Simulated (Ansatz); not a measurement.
C$_{5}$H$_{10}$O (`CC(C)(C)C=O`), relaxed with RKS PBE-D4/def2-SVP in the Gaussian-basis code of Ansatz from a rough embedded geometry. The force threshold is 0.03 eV/Å; the program also tests the step.

Total charge 0; spin multiplicity 1.

Start:

```xyz
16

C    -0.634    1.285    0.516
C     0.073    0.022    0.011
C    -0.507   -1.147    0.753
C    -0.135   -0.239   -1.472
C     1.565    0.048    0.260
O     2.188    0.992    0.784
H    -0.173    2.163   -0.031
H    -1.658    1.259    0.299
H    -0.409    1.487    1.589
H    -0.039   -2.110    0.484
H    -1.582   -1.242    0.631
H    -0.326   -1.087    1.876
H     0.360   -1.055   -1.889
H    -1.185   -0.187   -1.737
H     0.292    0.666   -2.053
H     2.169   -0.855   -0.022
```

(1) By how much does the energy fall, and how many steps does the optimiser take? (Best estimate.)

(2) Which bonds change most? (An estimate is asked.)

(3) Give the relaxed structure. (Estimate.)

Answers

(1) The calculation gave: 46.08 kJ/mol, in 5 steps.

(2) The calculation gave: C4–H13 from 1.042 to 1.110 Å; C1–H8 from 1.047 to 1.109 Å; C4–H15 from 1.157 to 1.109 Å; C2–C3 from 1.502 to 1.543 Å.

(3) Ansatz gave: 
```xyz
16

C    -0.580    1.333    0.502
C     0.067    0.031    0.024
C    -0.494   -1.189    0.785
C    -0.129   -0.171   -1.493
C     1.573    0.064    0.282
O     2.185    0.978    0.792
H    -0.154    2.208   -0.027
H    -1.674    1.314    0.322
H    -0.406    1.490    1.585
H     0.014   -2.128    0.481
H    -1.576   -1.307    0.570
H    -0.374   -1.071    1.881
H     0.383   -1.088   -1.853
H    -1.208   -0.275   -1.727
H     0.264    0.692   -2.070
H     2.109   -0.881   -0.055
```
